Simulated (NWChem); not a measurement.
**Correlation energy of CH3O**

```xyz
5

C     -0.6289     0.2385     0.1234
O      0.5894    -0.3303    -0.0831
H     -1.4662    -0.4429    -0.0412
H     -0.7529     1.3137    -0.0505
H      1.2772     0.3408     0.0161
```
Charge 0, spin multiplicity 2.

Everything below was run with NWChem. All single points use one geometry, from UB3LYP/def2-SVP, a minimum by its harmonic frequencies. It is one conformer; others weren't searched.

Basis set: 6-31G*. Each correlation energy counts from its own Hartree-Fock reference.

The correlated methods keep 2 core orbitals frozen. The Pople sets run with spherical d functions. The structure started from a generated list of species. No SCF solution was tested for a lower state. Open-shell Hartree-Fock references start from PBE0 orbitals. No row is a measurement; the coupled-cluster row has its own basis-set and correlation limits.

Problem. Order these methods by the correlation energy they give, lowest first: CCSD on UHF, CCSD[T] on UHF, CCSD[T] on ROHF, SCS-UMP2.

Solution. CCSD[T] on ROHF (-318.3 mHa), CCSD[T] on UHF (-313.9 mHa), CCSD on UHF (-307.3 mHa), SCS-UMP2 (-279.6 mHa)
